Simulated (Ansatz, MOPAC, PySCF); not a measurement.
# Band gap of 3C-SiC: levels of theory against measurement

Reference value: 2.53 eV (measured, zero-point renormalisation of 0.11 eV added back here (the table's ZPR column); inputs from Chen et al. (2018), doi:10.1103/physrevmaterials.2.073803).

```tsv
level (code)	value (eV)	cell (Å³/atom)
PM7 semi-empirical Hartree-Fock (MOPAC)	7.71	11.25
LDA (Ansatz)	(withheld)	10.35
PBE (Ansatz)	1.36 (indirect)	10.35
rVV10 (Ansatz)	1.59	10.60
r²SCAN0 (Ansatz)	(withheld)	10.35
Hartree–Fock (Ansatz)	8.66 (indirect)	10.35
G0W0@PBE (PySCF)	2.34 ± 0.07	10.35
```

Some entries are withheld; supply them.


- LDA (Ansatz, a first-principles code), value (eV): 1.32 (indirect)
- r²SCAN0 (Ansatz), value (eV): 3.17 (indirect)

Errors against the reference: PM7 semi-empirical Hartree-Fock (MOPAC) +5.18 eV, LDA -1.21 eV, PBE -1.17 eV, rVV10 -0.94 eV, r²SCAN0 +0.64 eV, Hartree–Fock +6.13 eV, G0W0@PBE -0.19 eV.

Leaving aside PM7 semi-empirical Hartree-Fock (MOPAC) (doubt noted below): Closest of the ranked levels: G0W0@PBE (-0.19 eV). Among them Hartree–Fock (+6.13 eV) misses by most. Of the ranked levels only G0W0@PBE lands within 0.3 eV.

Semilocal Kohn–Sham gaps run low as a rule, and all computed gaps are for a static lattice, while measured ones hold electron–phonon shifts unless said otherwise.  A ± on a computed value is a rough bar: the spread of its extrapolation, a floor set from checks against published values, or a statistical error. PM7 semi-empirical Hartree-Fock (MOPAC), rVV10: the gap is read on the k mesh or supercell of the run alone and can be too large. PM7 semi-empirical Hartree-Fock (MOPAC): the method was fitted mainly to molecules. PM7 semi-empirical Hartree-Fock (MOPAC): gaps of these semi-empirical methods are Hartree–Fock-like level differences, and their formation enthalpies are fitted 298 K values. Values are at the measured cell; PM7 semi-empirical Hartree-Fock (MOPAC) at the level's own equilibrium cell; rVV10 at the level's own relaxed cell. Cutoffs and k meshes differ between the levels. Ansatz's density-functional and Hartree–Fock values are scalar-relativistic unless marked +SOC, with PAW data made under PBE.

Differences are worked out from the printed values.
